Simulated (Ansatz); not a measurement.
Input file for Ansatz (a quantum-chemistry and plane-wave program): R-PBE0/def2-TZVPPD on F2 (SMILES FF). Files ending in .json are basis or fitting sets from the Basis Set Exchange.

Ansatz 0.2 input:
```yaml
crystal:
  periodic: [false, false, false]
  atoms:
    - {symbol: F, position_ang: [0.00000000, 0.78568800, 0.00000000]}
    - {symbol: F, position_ang: [0.00000000, 2.20564800, 0.00000100]}
basis:
  gaussian:
    orbitals: def2-TZVPPD.json
hamiltonian:
  xc: {name: PBE0}
scf: {lower_state_search: off}
```

The head of its log:

```
WARN ansatz: RAYON_NUM_THREADS=1 ignored (pool sized by the plan → 1); use --threads N
Functional definition: PBE0
these checks for a lower state are left out or cut short: stability, starts, cluster_reference, orbital_swaps, neighbouring_geometries, increment
integrals: 0.01 GiB planned
394 factors; their error is unknown
mean field: 0.15 GiB planned
mean field evaluation 1: about -5425.9304 eV, gradient 1.5e1 eV
mean field evaluation 2: about -5426.1099 eV, gradient 6.9e0 eV
```

Problem. Predict the final total energy.

Solution. -199.4082 hartree.
